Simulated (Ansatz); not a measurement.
**Al₂HCl (singlet): wave-function methods side by side at a displaced geometry (v2), cc-pVDZ**

An exercise on one series of results from a longer session: the logs are not shown, and one member is left open.

Method: cc-pVDZ, core rule «outside noble gas», up to 15 orbitals frozen; program: Ansatz 0.2.0, Gaussian basis.

To be run: UHF; CCSD(T) on RHF; CCSD(T) on UHF; BCCD(T) on RHF; CISD; CCSDT(Q) on RHF; CCSDT(Q) on UHF; CASSCF and MRCISD+Q, 8 electrons in 8 orbitals; CASSCF and NEVPT2, 8 electrons in 8 orbitals.

15 further runs of the same task are left out: 6 that didn't finish, 9 set aside as unsound or not needed.

### What is computed

The geometry is a PBE0/def2-TZVP stationary point (not a proven minimum) with its atoms shifted at random (size 0.100 Å).

4 atoms, charge 0, spin multiplicity 1.

Atoms are counted from 1 here; the program's logs count them from 0.

Bond lengths: Al1–Al2 2.652 Å, Al1–H4 1.761 Å, Al2–Cl3 2.127 Å, Al2–H4 1.866 Å. Angles: Al2–Al1–H4 44.6°, Al1–Al2–Cl3 148.5°, Al1–Al2–H4 41.5°, Cl3–Al2–H4 107.1°, Al1–H4–Al2 93.9°.

As a file:

```xyz
4

Al    0.0839    0.1741    2.5878
Al   -0.0810   -0.4524    0.0164
Cl   -0.0044    0.1812   -2.0125
H     0.0787    1.0760    1.0747
```

Set-up of the first run:

Input file in.yaml:

```yaml
crystal:
  periodic: [false, false, false]
  atoms:
    - {symbol: Al, position_ang: [0.083856, 0.174101, 2.587796]}
    - {symbol: Al, position_ang: [-0.081018, -0.452427, 0.016363]}
    - {symbol: Cl, position_ang: [-0.004398, 0.181230, -2.012452]}
    - {symbol: H, position_ang: [0.078711, 1.075983, 1.074723]}
basis:
  gaussian: {orbitals: cc-pVDZ}
magnetization: {spin_polarized: true, initial_magnetization: 0}
hamiltonian: {xc: hf}
output: {orbitals: {seedname: orbitals}}
```

The run is started by

```console
$ ansatz run in.yaml --threads 1 --pin off --events-out ev --progress --plain --max-ram 2393MiB
```

Among the steps run: UHF; CCSD(T) on RHF; CCSD(T) on UHF; BCCD(T) on RHF; CISD; CCSDT(Q) on RHF; CCSDT(Q) on UHF; CASSCF and MRCISD+Q, 8 electrons in 8 orbitals; CASSCF and NEVPT2, 8 electrons in 8 orbitals.

One of the session's tables, all rows but one given; the rest of the session is left out.

| method | from RCCSDT(Q) (meV) |
| --- | --- |
| RHF | +8023.8 |
| UHF | +8000.5 |
| RMP2 | +1389.3 |
| CISD | ? |
| RCCSD | +280.0 |
| RCCSD(T) | +55.9 |
| BCCD(T) | +54.3 |
| RCCSDT | +19.8 |
| RCCSDT(Q) | 0 |
| CASSCF frontier | +6467.3 |
| NEVPT2 frontier | +1194.5 |

Q: Estimate the row for CISD from the others.

As computed: from RCCSDT(Q) (meV): +1194.9. In the column «from RCCSDT(Q) (meV)» it lies between NEVPT2 frontier (+1194.5) and RMP2 (+1389.3).

Not comparable, so not listed: CCSD(T) on UHF; CASSCF and MRCISD+Q, 8 electrons in 8 orbitals (they don't share determinant, frozen orbitals or solution with the rows shown, or repeat one).

Caveats from the session: Warnings: restricted reference is unstable; spin contamination. Warnings in the runs' records: passed over end.
